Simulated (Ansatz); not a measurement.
# CH2F: the cost of one run

Program: Ansatz 0.2.0. Level of theory: the levels named in each step. These are calculated values, not measurements.

**1. The structure to begin with**

Bond lengths: C1–F2 1.332 Å, C1–H3 1.071 Å, C1–H4 1.071 Å. Angles: F2–C1–H3 115.5°, F2–C1–H4 115.5°, H3–C1–H4 126.1°.

Coordinates:

```xyz
4

C    -0.7354    0.0243    0.0600
F     0.5928   -0.0196   -0.0314
H    -1.2368   -0.9142   -0.0602
H    -1.1735    0.9941   -0.0624
```

**2. A rough first relaxation, PBE-D4/def2-SVP**

input.yaml reads:

```yaml
crystal:
  periodic: [false, false, false]
  atoms:
    - { symbol: C, position_ang: [-0.73541, 0.02432, 0.05997] }
    - { symbol: F, position_ang: [0.5928, -0.0196, -0.03141] }
    - { symbol: H, position_ang: [-1.23678, -0.91424, -0.06019] }
    - { symbol: H, position_ang: [-1.17346, 0.99407, -0.06242] }
total_charge: 1
basis:
  gaussian: { orbitals: def2-SVP }
hamiltonian:
  xc: pbe
  dispersion: d4
relax:
  f_tol: 0.03
  max_steps: 200
```

Started as:

```
ansatz run input.yaml --threads 2 --pin off --max-ram 5120MiB --backend cpu --events-out ev --progress --plain --runs-dir out
```

Q: Estimate wall time and peak memory on 2 threads of AMD EPYC (Zen 3), shared host.

About 9.2 s, with a peak of 0.11 GiB.
